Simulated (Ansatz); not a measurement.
# C₃H₅FO₂: a ladder of functionals and wavefunction methods

One table from this session's results is given with a row withheld; the runs are named, their logs left out.

Program: Ansatz 0.2.0, Gaussian basis. Level of theory: functionals in def2-TZVPP, the program's frozen cores in correlated methods. These are calculated values, not measurements.

Levels to be run: PBE-D4, r2SCAN-D4, PBE0-D4, B3LYP-D4, ωB97X-V, ωB97M-V, B2PLYP; CCSD(T)/def2-TZVPP; MP2/def2-QZVPP; extrapolation to the limit.

### The relaxed structure

An earlier PBE0-D4 in a triple-zeta def2 set relaxation fixed the geometry.

11 atoms, charge 0, spin multiplicity 1.

Atoms are counted from 1 here; the program's logs count them from 0.

Bond lengths: O1–C2 1.378 Å, O1–H7 0.961 Å, C2–F3 1.354 Å, C2–C4 1.533 Å, C2–C6 1.533 Å, C4–O5 1.435 Å, C4–H8 1.094 Å, C4–H9 1.094 Å, O5–C6 1.435 Å, C6–H10 1.094 Å, C6–H11 1.094 Å. Angles: C2–O1–H7 109.0°, O1–C2–F3 105.4°, O1–C2–C4 118.2°, O1–C2–C6 118.2°, F3–C2–C4 114.8°, F3–C2–C6 114.8°, C4–C2–C6 85.2°, C2–C4–O5 90.6°, C2–C4–H8 116.1°, C2–C4–H9 113.6°, O5–C4–H8 112.6°, O5–C4–H9 112.5°, H8–C4–H9 110.2°, C4–O5–C6 92.6°, C2–C6–O5 90.6°, C2–C6–H10 113.6°, C2–C6–H11 116.1°, O5–C6–H10 112.5° and more.

The first run:

Input file in.yaml:

```yaml
crystal:
  periodic: [false, false, false]
  atoms:
    - {symbol: O, position_ang: [-0.244714, -1.519339, -0.880865]}
    - {symbol: C, position_ang: [0.279700, -0.606013, 0.008359]}
    - {symbol: F, position_ang: [1.260818, -1.267787, 0.665704]}
    - {symbol: C, position_ang: [-0.690535, 0.166303, 0.910393]}
    - {symbol: O, position_ang: [-0.377215, 1.388819, 0.226811]}
    - {symbol: C, position_ang: [0.681103, 0.775027, -0.523753]}
    - {symbol: H, position_ang: [-0.953543, -1.101471, -1.377843]}
    - {symbol: H, position_ang: [-1.746934, -0.103917, 0.824659]}
    - {symbol: H, position_ang: [-0.388865, 0.185425, 1.961789]}
    - {symbol: H, position_ang: [1.671906, 1.100097, -0.192942]}
    - {symbol: H, position_ang: [0.573577, 0.925858, -1.601709]}
basis:
  gaussian: {orbitals: def2-TZVPP}
hamiltonian: {xc: pbe, dispersion: d4}
output: {forces: true, orbitals: {seedname: orbitals}}
```

Launch:

```sh
> ansatz run in.yaml --threads 4 --pin off --events-out ev --progress --plain --max-ram 10444MiB
```

Among the steps run: PBE-D4 (GGA); r2SCAN-D4 (meta-GGA); PBE0-D4 (hybrid); B3LYP-D4 (hybrid); ωB97X-V (range-separated); ωB97M-V (range-separated); B2PLYP (double hybrid); CCSD(T) in def2-TZVPP; MP2 in def2-QZVPP.

One table of the session follows, with a row left open; its other results are not shown here.

```
            method  atomisation energy (eV)
            PBE-D4                   47.821
         r2SCAN-D4                   46.286
           PBE0-D4                        ?
          B3LYP-D4                   45.894
           ωB97X-V                   46.280
           ωB97M-V                   46.308
            B2PLYP                   45.530
     HF/def2-TZVPP                   31.713
    MP2/def2-TZVPP                   46.163
   CCSD/def2-TZVPP                   43.953
CCSD(T)/def2-TZVPP                   44.823
           MP2/CBS                   47.431
       CCSD(T)/CBS                   46.090
```

Q: Estimate the row for PBE0-D4 from the others.

The run gave: atomisation energy (eV): 46.441. In the column «atomisation energy (eV)» it lies between ωB97M-V (46.308) and MP2/CBS (47.431).
